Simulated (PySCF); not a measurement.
**Sulfur: highly charged ions in a basis for the neutral atom**

S⁸⁺ [He] 2s2 2p4, S⁹⁺ [He] 2s2 2p3. All numbers are calculated (PySCF 2.14, the spin-free X2C one-electron Hamiltonian (Gaussian nucleus), in x2c-TZVPall). No spin-orbit coupling, so a gap to NIST mixes the basis error with missing relativistic terms.

Changed run: basis of the neutral atom used for a highly charged ion. This setting is unsound on purpose.

```tsv
species	method	sound run (hartree)	changed run (hartree)	converged
S⁸⁺	UHF	not run	-366.29268	yes
S⁸⁺	M06-L	not run	-366.62757	yes
S⁸⁺	LDA	not run	-365.15960	yes
S⁹⁺	UHF	not run	-352.39864	yes
S⁹⁺	M06-L	not run	-352.64674	yes
S⁹⁺	LDA	not run	-351.21841	yes
```

Ionisation energy of S⁸⁺:

```csv
method,changed run (eV),NIST (eV)
UHF,378.08,379.84 ± 0.21
M06-L,380.44,379.84 ± 0.21
LDA,379.36,379.84 ± 0.21
```

The contracted functions were made for the neutral atom and can be too rigid for a highly charged ion.
